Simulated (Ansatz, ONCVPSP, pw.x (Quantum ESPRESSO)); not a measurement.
**pw.x on fcc W: one setting changed**

Potential: optimised norm-conserving Vanderbilt (ONCV), ONCVPSP 4.0.1.1 (patched build), PBEsol; core [Kr] 4d10 4f14, reference 5s2 5p6 5d4 6s1.5 6p0.5; waves: 5s+6s: rc 1.85 bohr, ncon 4, nbas 8, qcut 5.9 1/bohr, 2 projectors; 5p+6p: rc 1.80 bohr, ncon 4, nbas 9, qcut 7.4 1/bohr, 3 projectors, debl 1.4 Ha; 5d: rc 2.70 bohr, ncon 4, nbas 8, qcut 5.4 1/bohr, 2 projectors, debl 1 Ha; local part: polynomial inside 1.30 bohr (lpopt 5, dvloc0 3 Ha); core correction: none.

The reference run (k-mesh 14³, cutoffs 50/200 Ry, Fermi–Dirac 0.01 Ry, mixing_beta 0.4, conv_thr 1e-9, no spin) gives -2.93 GPa at 15.995 Å³/atom, where all-electron LAPW gives 0.14 GPa. This run, with its own iteration cap, changes smearing to mv.

```
&control
  calculation='scf', prefix='x', pseudo_dir='./', outdir='./tmp', tstress=.true., disk_io='none'
/
&system
  ibrav=0, nat=1, ntyp=1, ecutwfc=50, ecutrho=200, nbnd=15,
  occupations='smearing', smearing='mv', degauss=0.01
/
&electrons
  conv_thr=1e-09, mixing_beta=0.4, electron_maxstep=60
/
ATOMIC_SPECIES
W 1.0 W.UPF
CELL_PARAMETERS angstrom
  0.00000000 1.99979164 1.99979164
  1.99979164 0.00000000 1.99979164
  1.99979164 1.99979164 0.00000000
ATOMIC_POSITIONS crystal
W 0.0000 0.0000 0.0000
K_POINTS automatic
14 14 14 0 0 0
```

```bash
pw.x < W.scf.in > W.scf.out
```

Task: How does the run end?

Result: It converges in 7 iterations; the free energy moves by +36.8 meV/atom and the pressure by -0.40 GPa. This scheme is built to cancel the term in the square of the width that Fermi–Dirac smearing leaves in the F of a metal.

```
Message from routine setup:
     using ibrav=0 with symmetry is DISCOURAGED, use correct ibrav instead
     lattice parameter (alat)  =       5.3444  a.u.
     unit-cell volume          =     107.9396 (a.u.)^3
     number of electrons       =        14.00
     number of Kohn-Sham states=           15
     kinetic-energy cutoff     =      50.0000  Ry
     charge density cutoff     =     200.0000  Ry
     scf convergence threshold =      1.0E-09
     Exchange-correlation= PBESOL
     number of k points=   104  Marzari-Vanderbilt smearing, width (Ry)=  0.0100
     iteration #  1     ecut=    50.00 Ry     beta= 0.40
     total energy              =    -137.07174084 Ry
     estimated scf accuracy    <       0.05420842 Ry
     iteration #  2     ecut=    50.00 Ry     beta= 0.40
     total energy              =    -137.07153558 Ry
     estimated scf accuracy    <       0.00804212 Ry
     iteration #  3     ecut=    50.00 Ry     beta= 0.40
     total energy              =    -137.07257772 Ry
     estimated scf accuracy    <       0.00031105 Ry
     iteration #  4     ecut=    50.00 Ry     beta= 0.40
     total energy              =    -137.07259497 Ry
     estimated scf accuracy    <       0.00000200 Ry
     iteration #  5     ecut=    50.00 Ry     beta= 0.40
     total energy              =    -137.07259571 Ry
     estimated scf accuracy    <       0.00000021 Ry
     iteration #  6     ecut=    50.00 Ry     beta= 0.40
     total energy              =    -137.07259572 Ry
     estimated scf accuracy    <          1.6E-09 Ry
     iteration #  7     ecut=    50.00 Ry     beta= 0.40
     the Fermi energy is    21.5760 ev
!    total energy              =    -137.07259572 Ry
     estimated scf accuracy    <          8.9E-11 Ry
     smearing contrib. (-TS)   =       0.00018603 Ry
     The total energy is F=E-TS. E is the sum of the following terms:
     one-electron contribution =     -19.49400882 Ry
     hartree contribution      =      16.43882063 Ry
     xc contribution           =     -15.12118510 Ry
     ewald contribution        =    -118.89640845 Ry
     convergence has been achieved in   7 iterations
          total   stress  (Ry/bohr**3)                   (kbar)     P=      -33.27
     Message from routine punch:
     Nothing written, as per user request (disk_io='none')
```

The run took about 17 s on one core of a shared host (Neoverse-N1, 64 threads, 124 GiB, load 60).
